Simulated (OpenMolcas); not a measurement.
# H2S2 (SMILES SS): levels of theory compared

Wanted: a comparison of 6 runs (HF/STO-3G, B2PLYP/STO-3G, SVWN5/STO-3G, UB3LYP/STO-3G, ACPF/STO-3G, CISD/STO-3G) of H2S2. 

Program for the calculation: OpenMolcas 26.06.

3 further runs of the same task are left out: 1 for a known fault of the program, 2 set aside as unsound or not needed.

### 1 Starting point

The species is H2S2 (4 atoms), meant as a singlet with charge 0. As SMILES, `SS`. The S1–H3 distance was set to 1.676 Å, away from the relaxed value.

Bond lengths: S1–S2 2.046 Å, S2–H4 1.341 Å. Angles: S1–S2–H4 98.2°. A long bond or contact: S1–H3 1.676 Å.

### 2 A single-point energy at HF/STO-3G (run 1)

Input file calc.input:

```
* H2S2 Hartree-Fock
>>> EXPORT MOLCAS_PRINT=2

&gateway
  baslib
  $CurrDir
  coord
  4
  angstrom
  S        1.010242      -0.659096      -0.041160
  S        0.277002       1.249914      -0.106150
  H       -0.206390      -1.349250       0.881770
  H       -0.350868       1.172544      -1.288240
  basis
  STO-3G
  group
  NoSym

&seward

&scf
  thresholds
  1e-10 1e-07 1e-07 1e-05
  prorbitals
  1 1
```

The basis set STO-3G is read from a file made from the Basis Set Exchange's data (not shown).

The run is started by

```sh
$ export MOLCAS_MEM=1860
$ pymolcas calc.input > calc.log
```

The log of the run:

```text
--- Start Module: gateway ---
[...]
--- Stop Module: gateway /rc=_RC_ALL_IS_WELL_ ---
--- Start Module: seward ---
[...]
      Basis functions           20
--- Stop Module: seward /rc=_RC_ALL_IS_WELL_ ---
--- Start Module: scf ---
[...]
       Convergence after  11 Iterations
[...]
::    Total SCF energy                               -787.4398632087
[...]
      Total spin, S                                     0.0000000000
[...]
      Total electronic charge=   34.000000
      Total            charge=   -0.000000
[...]
      Dipole Moment (debye):
      Origin of the operator (angstrom)=    0.6154    0.2837   -0.0776
                   X= -7.5096E-01               Y= -2.5167E-01               Z= -4.4628E-01           Total=  9.0909E-01
      Quadrupole Moment (debye*angstrom):
[...]
--- Stop Module: scf /rc=_RC_ALL_IS_WELL_ ---
[...]
```

It took 1.7 s on 1 thread of Arm Neoverse V1, shared host; peak memory 0.37 GiB.

### 3 A single-point energy at B2PLYP/STO-3G (run 2)

Input file calc.inp:

```
>>> EXPORT MOLCAS_PRINT=2

&GATEWAY
  BASLIB=$CurrDir
  COORD
  4
  angstrom
  S        1.010242      -0.659096      -0.041160
  S        0.277002       1.249914      -0.106150
  H       -0.206390      -1.349250       0.881770
  H       -0.350868       1.172544      -1.288240
  BASIS=STO-3G
  GROUP=NoSym

&SEWARD
  GRIDINPUT
  Grid=UltraFine
  End of Grid

&SCF
  KSDFT=B2PLYP_SCF
  THRESHOLDS=1e-10 1e-07 1e-07 1e-05
  PRORBITALS=1 1

&MBPT2
  FROZEN=10
```

The basis set STO-3G is read from a file made from the Basis Set Exchange's data (not shown).

The run is started by

```sh
$ export MOLCAS_MEM=1860
$ pymolcas calc.inp > calc.log
```

The log of the run:

```text
--- Start Module: gateway ---
[...]
--- Stop Module: gateway /rc=_RC_ALL_IS_WELL_ ---
[...]
      Basis functions           20
[...]
--- Start Module: scf ---
[...]
       Convergence after  10 Iterations
[...]
::    Total KS-DFT energy                            -788.3443253988
[...]
      Total spin, S                                     0.0000000000
[...]
      Total electronic charge=   34.000000
      Total            charge=   -0.000000
[...]
      Dipole Moment (debye):
      Origin of the operator (angstrom)=    0.6154    0.2837   -0.0776
                   X= -7.1572E-01               Y= -1.9781E-01               Z= -4.7141E-01           Total=  8.7955E-01
      Quadrupole Moment (debye*angstrom):
[...]
--- Stop Module: scf /rc=_RC_ALL_IS_WELL_ ---
[...]
--- Start Module: mbpt2 ---
[...]
 ###    WARNING: MP2 implementation intended for RHF references only         ###
 ###############################################################################
MBPT2 WARNING: Reference function according to RunFile:KS-DFT
I'll assume you know what you're doing and continue
WARNING!
Default frozen orbitals as non valence orbitals is overwritten by user input.
Default values:  10
[...]
       Reference weight ( Cref**2 )         =        0.93622
::    Total MBPT2 energy                             -788.4242986910
[...]
      Total MBPT2 calculations                           0.04      0.03
--- Stop Module: mbpt2 /rc=_RC_ALL_IS_WELL_ ---
[...]
```

Run time: 3.6 s. Hardware: 1 thread of Arm Neoverse V1, shared host; peak memory 0.37 GiB.

Runs 3 to 4 aren't shown in full; the table further down has their settings and results.

### 4 A single-point energy at ACPF/STO-3G (run 5)

Input file calc.inp:

```
&GATEWAY
 BASLIB = $CurrDir
 COORD
 4
 angstrom
 S        1.010242      -0.659096      -0.041160
 S        0.277002       1.249914      -0.106150
 H       -0.206390      -1.349250       0.881770
 H       -0.350868       1.172544      -1.288240
 BASIS = STO-3G
 GROUP = NoSym

&SEWARD

&SCF
 THRESHOLDS = 1e-10 1e-07 1e-07 1e-05
 PRORBITALS = 1 1

&MOTRA
 FROZEN = 10

&GUGA
 ELECTRONS = 14
 SPIN = 1
 INACTIVE = 7
 ACTIVE = 0
 CIALL = 1

&CPF
 ACPF
```

The basis set STO-3G is read from a file made from the Basis Set Exchange's data (not shown).

The run is started by

```sh
$ export MOLCAS_MEM=1860
$ pymolcas calc.inp > calc.log
```

The log of the run:

```text
--- Start Module: gateway ---
[...]
--- Stop Module: gateway /rc=_RC_ALL_IS_WELL_ ---
[...]
      Basis functions           20
[...]
       Convergence after  11 Iterations
[...]
::    Total SCF energy                               -787.4398632087
[...]
      Total spin, S                                     0.0000000000
[...]
      *** WARNING: Default frozen orbitals is overwritten by user input.
      *** Default values:  10
[...]
--- Start Module: guga ---
[...]
--- Stop Module: guga /rc=_RC_ALL_IS_WELL_ ---
--- Start Module: cpf ---
[...]
      Active orbitals                            0       0
[...]
      Spin quantum number                      0.0
[...]
     FINAL ACPF ENERGY        -787.53082676
     FINAL CORRELATION ENERGY   -0.09096355  REFERENCE ENERGY    -787.43986321
[...]
      Title:  ACPF natural orbitals
[...]
      Total electronic charge=   34.000000
      Total            charge=    0.000000
[...]
      Dipole Moment (debye):
      Origin of the operator (angstrom)=    0.6154    0.2837   -0.0776
                   X= -6.0146E-01               Y= -1.1988E-01               Z= -4.7747E-01           Total=  7.7724E-01
      Quadrupole Moment (debye*angstrom):
[...]
--- Stop Module: cpf /rc=_RC_ALL_IS_WELL_ ---
[...]
```

Wall time 1.9 s (1 thread of Arm Neoverse V1, shared host); peak memory 0.37 GiB.

### 5 A single-point energy at CISD/STO-3G (run 6)

Input file calc.inp:

```
>>> EXPORT MOLCAS_PRINT=2
&GATEWAY
BasLib = $CurrDir
Coord
4
angstrom
S        1.010242      -0.659096      -0.041160
S        0.277002       1.249914      -0.106150
H       -0.206390      -1.349250       0.881770
H       -0.350868       1.172544      -1.288240
Basis = STO-3G
Group = NoSym
&SEWARD
&SCF
Thresholds = 1e-10 1e-07 1e-07 1e-05
PrOrbitals = 1 1
&MOTRA
Frozen = 10
&GUGA
Electrons = 14
Spin = 1
Inactive = 7
Active = 0
CIAll = 1
&CPF
SDCI
```

The basis set STO-3G is read from a file made from the Basis Set Exchange's data (not shown).

The run is started by

```sh
$ export MOLCAS_MEM=1860
$ pymolcas calc.inp > calc.log
```

The log of the run:

```text
--- Start Module: gateway ---
[...]
--- Stop Module: gateway /rc=_RC_ALL_IS_WELL_ ---
[...]
      Basis functions           20
[...]
       Convergence after  11 Iterations
[...]
::    Total SCF energy                               -787.4398632087
[...]
      Total spin, S                                     0.0000000000
[...]
      *** WARNING: Default frozen orbitals is overwritten by user input.
      *** Default values:  10
[...]
--- Start Module: guga ---
[...]
--- Stop Module: guga /rc=_RC_ALL_IS_WELL_ ---
--- Start Module: cpf ---
[...]
      Active orbitals                            0       0
[...]
      Spin quantum number                      0.0
[...]
     FINAL CI ENERGY          -787.52436029
     FINAL CORRELATION ENERGY   -0.08449708  REFERENCE ENERGY    -787.43986321
[...]
     REL. CI ENERGY           -787.52436029
[...]
      Total electronic charge=   34.000000
      Total            charge=   -0.000000
[...]
      Dipole Moment (debye):
      Origin of the operator (angstrom)=    0.6154    0.2837   -0.0776
                   X= -6.4000E-01               Y= -1.5850E-01               Z= -4.6316E-01           Total=  8.0576E-01
      Quadrupole Moment (debye*angstrom):
[...]
--- Stop Module: cpf /rc=_RC_ALL_IS_WELL_ ---
[...]
```

It took 1.9 s on 1 thread of Arm Neoverse V1, shared host; peak memory 0.37 GiB.

### 6 Overview of the runs

```csv
run,level,frozen core orbitals,integration grid,energy (Eh),dipole moment (D) of the reference,HOMO energy (eV),LUMO energy (eV),wall time
1,HF/STO-3G,–,–,-787.439863,0.91,-7.22,8.37,1.7 s
2,B2PLYP/STO-3G,10,UltraFine,-788.365918,0.88,-5.06,5.36,3.6 s
3,SVWN5/STO-3G,–,UltraFine,-785.868901,1.02,-2.01,2.69,3.6 s
4,UB3LYP/STO-3G,–,UltraFine,-788.699491,0.84,-3.46,3.37,6.3 s
5,ACPF/STO-3G,10,–,-787.530827,0.91,-7.22,8.37,1.9 s
6,CISD/STO-3G,10,–,-787.524360,0.91,-7.22,8.37,1.9 s
```

### 7 What came out

```
                                           quantity          value
                                run 6: total energy  -787.52436 Eh
          run 6: dipole moment (mean-field density)         0.91 D
         run 6: HOMO energy (Hartree–Fock orbitals)       -7.22 eV
         run 6: LUMO energy (Hartree–Fock orbitals)        8.37 eV
       run 6: HOMO–LUMO gap (Hartree–Fock orbitals)       15.59 eV
run 6: correlation energy (10 core orbitals frozen)      -84.5 mEh
```

Below the HF energy at the same shape and in the same basis (STO-3G): ACPF -91.0 mEh; CISD -84.5 mEh. Over runs 1, 2, 3, 4 the dipole moment (its size) runs from 0.84 D (UB3LYP/STO-3G) to 1.02 D (SVWN5/STO-3G). Over runs 1, 2, 3, 4 the HOMO–LUMO gap runs from 4.70 eV (SVWN5/STO-3G) to 15.59 eV (HF/STO-3G). Exact exchange widens orbital gaps. For B2PLYP the log adds the whole second-order term; the table takes 0.27 of it, as the functional is defined. Totals of different functionals can't be ranked against each other. In runs 1, 2, 3, 4, 5, 6 the basis is minimal, so the values are rough. All runs together took 19 s, the longest 6.3 s.
